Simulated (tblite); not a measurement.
Species: C4H4F2.
Numbering: `[CH:1]#[C:2][CH2:3][CH:4]([F:5])[F:6]` (hydrogens: H7 on C1; H8, H9 on C3; H10 on C4)

Computed with GFN2-xTB (tblite), gas phase: nudged elastic band of 9 images (0 to 8), spring 0.2 eV/Å², climbing image at the end, force threshold 0.05 eV/Å. No saddle search or frequency run followed, so the top image need not be a first-order saddle, and its height can exceed the method's true barrier by a kcal/mol or more.

Path: rotation about C3–C4 (propargylic carbon, CHF2 carbon), followed by the dihedral C2–C3–C4–F5, from 170° to -59°. Start geometry (image 0):
```
atom  x, y, z in Å
C1      2.211    0.437   -0.473
C2      1.190    0.081    0.037
C3     -0.060   -0.345    0.632
C4     -1.240   -0.014   -0.277
F5     -2.367   -0.616    0.179
F6     -1.499    1.314   -0.281
H7      3.114    0.749   -0.906
H8     -0.206    0.155    1.594
H9     -0.049   -1.426    0.793
H10    -1.086   -0.330   -1.321
```

The first guess turns that dihedral rigidly in even steps and adds one set of random displacements (0.04 Å standard deviation a coordinate) to every inner image. Energies of the images above image 0 (eV) in the early part of the optimisation:

```csv
iteration,1,2,3,4,5,6,7,8
0,1.519,1.538,1.581,1.624,1.642,1.637,1.631,0.061
10,0.071,0.119,0.181,0.226,0.228,0.190,0.144,0.061
20,0.045,0.090,0.150,0.193,0.196,0.162,0.120,0.061
```

**Question.** Where does the band end, and how far was the first guess from it?

**Answer.** Final energies, images 1 to 8: 0.011, 0.050, 0.104, 0.143, 0.146, 0.115, 0.077, 0.061 eV. The highest point drops from 1.64 eV (image 5) to 0.146 eV (image 5), by 1.50 eV. Image 5 moved by 0.07 Å rms, its dihedral from -105° to -110°. The end images are fixed. The true force on the top image ends at 0.036 eV/Å, and the largest on any image at 0.05 eV/Å; away from the top, the method drives only the force across the path to zero. The last saved iteration is 50.

The cost below is that of the whole band run. On an Arm Neoverse V1 with one thread, shared host, this took 1.9 s wall and 0.24 GiB of memory at its peak.
